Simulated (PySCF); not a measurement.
## Worked example: correlation energy of NH, triplet

Geometry: MP2(full)/6-31G*, from the G2/97 set.

```xyz
2

N     0.0000    0.0000    0.0000
H     0.0000    0.0000    1.0394
```

Basis 6-31G* (Cartesian d functions); PySCF 2.14.0. Only valence electrons are correlated (noble-gas cores frozen), which leaves 6 electrons in 16 orbitals. Prefix R: restricted or restricted open-shell reference; prefix U: unrestricted.

Full CI is exact within this basis and frozen core; it isn't the basis-set limit. The frozen core follows each run's orbitals, which can shift R against U totals by a few meV.

Restricted and unrestricted runs freeze slightly different cores, so steps under 0.1 kcal/mol mean nothing.

```json
{"level": "UHF", "total energy (hartree)": "-54.959237"}
{"level": "UMP2", "total energy (hartree)": "-55.058778"}
{"level": "UCCSD", "total energy (hartree)": "-55.078052"}
{"level": "UCCSD(T)", "total energy (hartree)": "-55.079314"}
{"level": "UCCSDT", "total energy (hartree)": "-55.079562"}
{"level": "full CI", "total energy (hartree)": "-55.079611"}
```

What is the correlation energy at full CI, and what share of it do UMP2 and UCCSD recover?

E(corr) = -55.079611 − (-54.959237) = -0.120374 hartree = -3.276 eV. UMP2: -0.099541 / -0.120374 = 82.69 %. UCCSD: -0.118815 / -0.120374 = 98.70 %.

By how many kcal/mol does UCCSD(T) miss full CI (1 hartree = 627.509 kcal/mol), and which steps make up the rest?

-55.079314 − (-55.079611) = 0.000297 hartree = 0.19 kcal/mol. Steps: UCCSDT − UCCSD(T) = -0.16, full CI − UCCSDT = -0.03 kcal/mol. That is within 1 kcal/mol of the reference in this basis, which itself misses far more of the correlation at the basis-set limit.
